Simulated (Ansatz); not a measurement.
# C4H6O: basis-set convergence

One table from this session's results is given with a row withheld; the runs are named, their logs left out.

Program: Ansatz 0.2.0, Gaussian basis. Level of theory: one geometry, several basis sets. These are calculated values, not measurements.

The runs, in order: PBE0-D4/def2-SVP; ωB97M-V/def2-SVP; PBE0-D4/def2-QZVPP; ωB97M-V/def2-QZVPP; the functionals' def2-TZVPP values are taken from earlier runs.

**The relaxed structure**

An earlier PBE0-D4 in a triple-zeta def2 set relaxation fixed the geometry.

11 atoms, charge 0, spin multiplicity 1.

Atoms are counted from 1 here; the program's logs count them from 0.

Bond lengths: C1–C2 1.201 Å, C1–H6 1.064 Å, C2–C3 1.463 Å, C3–C4 1.516 Å, C3–O5 1.417 Å, C3–H7 1.100 Å, C4–H8 1.091 Å, C4–H9 1.091 Å, C4–H10 1.091 Å, O5–H11 0.961 Å. Angles: C2–C1–H6 179.6°, C1–C2–C3 178.9°, C2–C3–C4 112.0°, C2–C3–O5 111.6°, C2–C3–H7 107.4°, C4–C3–O5 107.3°, C4–C3–H7 108.7°, O5–C3–H7 109.8°, C3–C4–H8 109.3°, C3–C4–H9 109.9°, C3–C4–H10 110.5°, H8–C4–H9 108.9°, H8–C4–H10 109.1°, H9–C4–H10 109.0°, C3–O5–H11 108.3°.

Set-up of the first run:

Contents of in.yaml:

```yaml
crystal:
  periodic: [false, false, false]
  atoms:
    - {symbol: C, position_ang: [-1.033494, 1.938472, -0.696258]}
    - {symbol: C, position_ang: [-0.431463, 0.916404, -0.511276]}
    - {symbol: C, position_ang: [0.297039, -0.336924, -0.313020]}
    - {symbol: C, position_ang: [0.650083, -0.562832, 1.143886]}
    - {symbol: O, position_ang: [-0.462628, -1.453882, -0.741103]}
    - {symbol: H, position_ang: [-1.569790, 2.844395, -0.853483]}
    - {symbol: H, position_ang: [1.227942, -0.273269, -0.896490]}
    - {symbol: H, position_ang: [1.191222, -1.505162, 1.241008]}
    - {symbol: H, position_ang: [-0.259424, -0.613500, 1.743594]}
    - {symbol: H, position_ang: [1.276093, 0.249113, 1.515564]}
    - {symbol: H, position_ang: [-0.820180, -1.259714, -1.611821]}
basis:
  gaussian: {orbitals: def2-SVP}
hamiltonian: {xc: pbe0, dispersion: d4}
output: {orbitals: {seedname: orbitals}}
```

The run is started by

```console
$ ansatz run in.yaml --threads 4 --pin off --events-out ev --progress --plain --max-ram 10444MiB
```

Among the steps run: PBE0-D4 in def2-SVP; ωB97M-V in def2-SVP; PBE0-D4 in def2-QZVPP; ωB97M-V in def2-QZVPP.

One of the session's tables, all rows but one given; the rest of the session is left out.

It belongs to the step «Functionals by basis». 

| functional | basis | HOMO (eV) | LUMO (eV) |
| --- | --- | --- | --- |
| PBE0-D4 | def2-SVP | -7.70 | 0.88 |
| PBE0-D4 | def2-TZVPP | ? | ? |
| PBE0-D4 | def2-QZVPP | -7.87 | 0.33 |
| ωB97M-V | def2-SVP | -10.02 | 2.98 |
| ωB97M-V | def2-TZVPP | -10.14 | 2.31 |
| ωB97M-V | def2-QZVPP | -10.17 | 1.62 |

Estimate the missing values for PBE0-D4, def2-TZVPP.

**Answer.** HOMO (eV): -7.84; LUMO (eV): 0.54. In the column «HOMO (eV)» it lies between PBE0-D4, def2-QZVPP (-7.87) and PBE0-D4, def2-SVP (-7.70).
